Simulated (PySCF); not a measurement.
OH⁺: everyday levels beside a composite calculation

PySCF; the state is a triplet (π ↑↑). The composite is CCSD(T) extrapolated to the basis-set limit from two correlation-consistent sets, with core-valence (CV) and scalar-relativistic (SR) terms as its label shows; it has no spin–orbit coupling and nothing beyond (T). Here it is CCSD(T)/CBS(TQ)+CV+SR. It gives Re = 1.027 Å, ωe = 3131 cm⁻¹ and De = 5.21 eV to H⁺ + O.

| level | basis | relativity | Re (Å) | ωe (cm⁻¹) | De (eV) |
| --- | --- | --- | --- | --- | --- |
| UHF-MP2 | def2-TZVPPD | no relativity | 1.023 | 3199 | 5.22 |
| UHF-CCSD | def2-TZVPPD | no relativity | 1.028 | 3138 | 5.27 |
| UHF-CCSD(T) | def2-TZVPPD | no relativity | 1.030 | 3113 | 5.27 |
| PBE | def2-SVP | no relativity | 1.056 | 2942 | 5.30 |
| r²SCANh | def2-TZVPPD | no relativity | 1.031 | 3099 | 5.25 |
| PBE0 | def2-SVP | no relativity | 1.040 | 3107 | 5.25 |
| PBE0 | def2-TZVP | no relativity | 1.035 | 3100 | 5.19 |
| PBE0 | def2-TZVPPD | no relativity | 1.032 | 3105 | 5.21 |
| HSE06 | def2-SVPD | no relativity | 1.037 | 3090 | 5.11 |
| BHandHLYP | def2-TZVPPD | no relativity | 1.022 | 3195 | 5.11 |

Q: Give the difference of each row from the composite.

A: 

| level | basis | ΔRe (pm) | Δωe (%) | ΔDe (eV) |
| --- | --- | --- | --- | --- |
| UHF-MP2 | def2-TZVPPD | -0.4 | +2.2 | +0.01 |
| UHF-CCSD | def2-TZVPPD | +0.1 | +0.2 | +0.06 |
| UHF-CCSD(T) | def2-TZVPPD | +0.3 | -0.6 | +0.06 |
| PBE | def2-SVP | +2.9 | -6.0 | +0.09 |
| r²SCANh | def2-TZVPPD | +0.4 | -1.0 | +0.04 |
| PBE0 | def2-SVP | +1.3 | -0.8 | +0.04 |
| PBE0 | def2-TZVP | +0.8 | -1.0 | -0.02 |
| PBE0 | def2-TZVPPD | +0.5 | -0.8 | +0.00 |
| HSE06 | def2-SVPD | +1.0 | -1.3 | -0.10 |
| BHandHLYP | def2-TZVPPD | -0.5 | +2.0 | -0.10 |

Q: Which rows come closest in De?

A: UHF-MP2 in def2-TZVPPD (+0.01 eV); PBE0 in def2-TZVPPD (+0.00 eV), counted from the composite.

Correlated steps freeze 1 core orbital. For an ion De counts to the pair picked by the measured ionisation energies or electron affinities, which need not be the lowest pair at this level. The state is the lowest determinant that a PBE0 search found; another state may lie lower at other levels.
